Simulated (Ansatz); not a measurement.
# Worked example: correlation energy of OH⁺, singlet

Geometry: that of the OH, doublet, kept fixed. The triplet lies 2.4 eV lower here.

```xyz
2

O     0.0000    0.0000    0.0000
H     0.0000    0.0000    0.9731
```

Basis cc-pVDZ; Ansatz 0.2.0. Only valence electrons are correlated (noble-gas cores frozen), which leaves 6 electrons in 18 orbitals. Prefix R: restricted or restricted open-shell reference.

Full CI is exact within this basis and frozen core; it isn't the basis-set limit.

The determinant fills πx and πy unequally, so it is a mixture of Σ and Δ, which weighs on every level built on one determinant.

The determinant has the irrep A1, whose lowest full-CI state lies within 3 meV of the A2 state that serves as the reference.

RCCSD has a T1 diagnostic of 0.006 and a largest doubles amplitude of 0.42.

Runs differ by some tens of microhartree through their thresholds, so steps under 0.03 kcal/mol mean nothing.

```
     level  total energy (hartree)
       RHF              -74.844691
      RMP2              -74.968388
     RCCSD              -75.003686
  RCCSD(T)              -75.012578
   RCCSDT*              -75.020411
RCCSDT(Q)*              -75.020794
  RCCSDTQ*              -75.020689
   full CI              -75.020701
```

Problem. What is the correlation energy at full CI, and what share of it do RMP2 and RCCSD recover?

Solution. E(corr) = -75.020701 − (-74.844691) = -0.176010 hartree = -4.789 eV. RMP2: -0.123697 / -0.176010 = 70.28 %. RCCSD: -0.158995 / -0.176010 = 90.33 %.

Problem. By how many kcal/mol does RCCSD(T) miss full CI (1 hartree = 627.509 kcal/mol), and which steps make up the rest?

Solution. -75.012578 − (-75.020701) = 0.008123 hartree = 5.10 kcal/mol. Steps: RCCSDT − RCCSD(T) = -4.92, RCCSDT(Q) − RCCSDT = -0.24, RCCSDTQ − RCCSDT(Q) = 0.07, full CI − RCCSDTQ = -0.01 kcal/mol. With more than one leading determinant such errors change with state and geometry, and needn't cancel in differences.

An asterisk marks runs whose energy the program itself flagged as in doubt.
